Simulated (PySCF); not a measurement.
## Do core-level shifts follow atomic charges?

C6H5 (charge +1).
SMILES with atom numbers: `[CH3:1][C:2]#[C:3][c:4]1[cH:5][cH+:6]1`

Binding energies: PySCF 2.14.0, delta-SCF UKS SCAN, pcX-2 on the ionised atom, pcseg-1 elsewhere, spin-free X2C. Charges: PBE0/pcSseg-1 ground-state density, for the ionised atom.

```csv
atom,environment,C 1s (eV),Mulliken (e),IAO (e),Hirshfeld (e),ESP (e)
C3,alkyne carbon,295.80,+0.266,-0.115,-0.040,-0.614
C1,propargylic carbon,295.97,-0.226,-0.442,-0.058,-0.578
C2,alkyne carbon,296.36,-0.191,+0.185,+0.113,+0.493
C5,unsaturated ring CH carbon,297.88,+0.043,+0.031,+0.125,-0.043
C4,unsaturated ring carbon,298.58,+0.101,+0.174,+0.132,+0.590
```

Q: Give the correlation coefficient and slope of binding energy on charge for each scheme.

A: Hirshfeld: r = 0.80, slope 10.5 eV per e; ESP: r = 0.67, slope 1.5 eV per e; IAO: r = 0.59, slope 2.8 eV per e; Mulliken: r = 0.23, slope 1.4 eV per e. Hirshfeld charges have the highest r, on only 5 points.

Q: The point-charge model writes a binding energy as kq + V + constant, with V the potential of the other atoms' charges at the site. What does it give with the Hirshfeld charges?

A: V = Σ 14.40 eV Å × q/r over all other atoms: +6.33 eV at C3, +6.69 eV at C1, +3.62 eV at C2, +6.44 eV at C5, +5.37 eV at C4. Fitting binding energy − V to q gives k = 17.9 eV per e and leaves an rms residual of 0.58 eV, against 0.66 eV for the fit on q alone. The model has no term for differences in relaxation between sites.

Spin contamination (⟨S²⟩ against 0.75 for a pure doublet) is marked for C 1s of C2 (0.93) and C 1s of C5/C6 (0.92), which makes these values less certain. The species carries charge +1, so core ionisation leaves charge +2. Geometry: PBE0-D3(BJ)/def2-SVP; no solvent, vibrations or thermal averaging.
